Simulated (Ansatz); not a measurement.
System (SMILES): N (NH3).
Atoms: N1, H2, H3, H4. Bonds: N1-H2, N1-H3, N1-H4.

Basis-set convergence of the optimised N1-H2 bond length at PBE with Ansatz (an electronic-structure program). All functions are spherical. The program fits the integrals of some runs and decomposes those of others, by size. No added dispersion term, no relativity. Reference: the value in aug-cc-pVQZ, 1.0213 Å, itself unsure by roughly 0.0002 Å (its mean distance from def2-QZVPPD, pcseg-3, def2-QZVPP). Deviations are taken from unrounded values.

```json
[
 {"basis": "def2-SV(P)", "functions": "20"},
 {"basis": "cc-pVDZ", "functions": "29"},
 {"basis": "def2-SVP", "functions": "29"},
 {"basis": "def2-TZVP", "functions": "49"},
 {"basis": "aug-pcseg-1", "functions": "50"},
 {"basis": "cc-pVTZ", "functions": "72"},
 {"basis": "def2-TZVPP", "functions": "73"},
 {"basis": "aug-pcseg-2", "functions": "115"},
 {"basis": "cc-pVQZ", "functions": "145"},
 {"basis": "def2-QZVPP", "functions": "147"}
]
```

Question: Which is the smallest set listed that can be trusted to 0.003 Å here, that is, within that of the reference together with its larger relatives (same family, alike in diffuse functions; a set with none to test it counts only in the reference's own line)?

Answer: The smallest set listed that lies within 0.003 Å of the reference with all its larger relatives (same family, alike in diffuse functions; a set with none counts only in the reference's own line) is def2-TZVP (49 functions, 0.0011 Å off). Inside, with no larger relative to test it: aug-pcseg-2. Value minus reference: def2-SV(P) 0.0113, cc-pVDZ 0.0121, def2-SVP 0.0097, def2-TZVP 0.0011, aug-pcseg-1 0.0064, cc-pVTZ 0.0014, def2-TZVPP 0.0005, aug-pcseg-2 0.0001, cc-pVQZ 0.0003, def2-QZVPP -0.0003 Å.
